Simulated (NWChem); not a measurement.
# SiH3F (SiFH3) at MP4(SDQ)/cc-pVDZ

Aim: the vertical singlet–triplet gap of SiH3F (SiFH3) at MP4(SDQ)/cc-pVDZ, from 2 runs. 

The calculation is run with NWChem 7.3.0.

2 further runs of the same task are left out: 1 that didn't finish, 1 set aside as unsound or not needed.

## (1) The structure to begin with

SiH3F: 5 atoms, total charge 0, spin state singlet. SMILES: `[H][Si]([H])([H])F`. The coordinates come from a GFN2-xTB relaxation.

Bond lengths: Si1–F2 1.606 Å, Si1–H3 1.454 Å, Si1–H4 1.454 Å, Si1–H5 1.454 Å. Angles: F2–Si1–H3 105.1°, F2–Si1–H4 105.2°, F2–Si1–H5 105.1°, H3–Si1–H4 113.4°, H3–Si1–H5 113.5°, H4–Si1–H5 113.4°.

## (2) A single-point energy at MP4(SDQ)/cc-pVDZ

job.nw

```
start job
title "FH3Si mp4(sdq)"
memory total 2200 mb

geometry units atomic noautosym nocenter noautoz
  Si -0.00132281  0.00228657 -0.17685947
  F   0.02052243 -0.03616936  2.85722811
  H   2.64612680  0.02084368 -0.91126373
  H  -1.34034495  2.30342497 -0.85676403
  H  -1.32498147 -2.29038586 -0.91234088
end

basis "ao basis" spherical
  * library cc-pVDZ
end

scf
  thresh 1e-07
  maxiter 60
  direct
  noprint "final vectors analysis"
end

tce
  scf
  mbpt4(sdq)
  freeze core 6
  maxiter 100
end

task tce
```

Command:

```bash
nwchem job.nw > job.out
```

The program printed (excerpt; [...] marks lines left out):

```text
[...]
  functions       =    47
[...]
  wavefunction    = RHF
[...]
         Total SCF energy =   -390.160023663468
      One-electron energy =   -668.209997508985
      Two-electron energy =    214.710404896959
 Nuclear repulsion energy =     63.339568948558
        Time for solution =      4.9s
[...]
         Wavefunction type : Restricted Hartree-Fock
          No. of electrons :    26
[...]
         Spin multiplicity : singlet
[...]
 Warning: unknown model (tce_tile.F)
[...]
```

Wall time 8.1 s (1 thread of Intel Xeon 6975P-C (Granite Rapids), shared host); peak memory 0.2 GiB.

## (3) The triplet, same level

input.nw

```
echo
start input
memory stack 880 mb heap 220 mb global 1100 mb
charge 0
geometry units angstroms noautosym nocenter
  zmatrix
    Si
    F 1 1.605741
    H 1 1.453907 2 105.09502
    H 1 1.454081 3 113.43858 2 114.34149
    H 1 1.453972 3 113.47154 2 -114.28784
  end
end
basis spherical
  * library cc-pVDZ
end
scf
  nopen 2
  uhf
  thresh 1e-07
  maxiter 80
  direct
end
tce
  scf
  mbpt4(sdq)
  freeze core 6
  maxiter 100
end
task tce energy
```

Command:

```bash
nwchem input.nw > input.out
```

The program printed (excerpt; [...] marks lines left out):

```text
[...]
  functions       =    47
[...]
  wavefunction    = UHF
[...]
         Total SCF energy =   -389.851790957722
      One electron energy =   -667.386402362954
      Two electron energy =    214.195048355931
 Nuclear repulsion energy =     63.339563049301
                       Sz =      1.0000
                 Sz(Sz+1) =      2.0000
                      S^2 =      2.0118
[...]
         Wavefunction type : Unrestricted Hartree-Fock
          No. of electrons :    26
[...]
         Spin multiplicity : triplet
[...]
 Warning: unknown model (tce_tile.F)
[...]
```

Run time: 16 s. Hardware: 1 thread of Intel Xeon 6975P-C (Granite Rapids), shared host; peak memory 0.2 GiB.

## (4) Summary of results

At MP4(SDQ)/cc-pVDZ, 6 core orbitals frozen:

| quantity | value |
| --- | --- |
| singlet: total energy | -390.47695 Eh |
| singlet: correlation energy (6 core orbitals frozen) | -316.9 mEh |
| triplet: total energy | -390.16544 Eh |
| triplet: HOMO energy (Hartree–Fock orbitals) (highest over α and β) | -4.66 eV |
| triplet: LUMO energy (Hartree–Fock orbitals) (lowest over α and β) | -4.02 eV |
| triplet: correlation energy (6 core orbitals frozen) | -313.7 mEh |
| triplet: ⟨S²⟩ of the reference determinant | 2.012 |
| vertical energy of the triplet above the singlet | 8.476 eV |

At this shape the triplet lies 8.48 eV (818 kJ/mol) above the singlet.
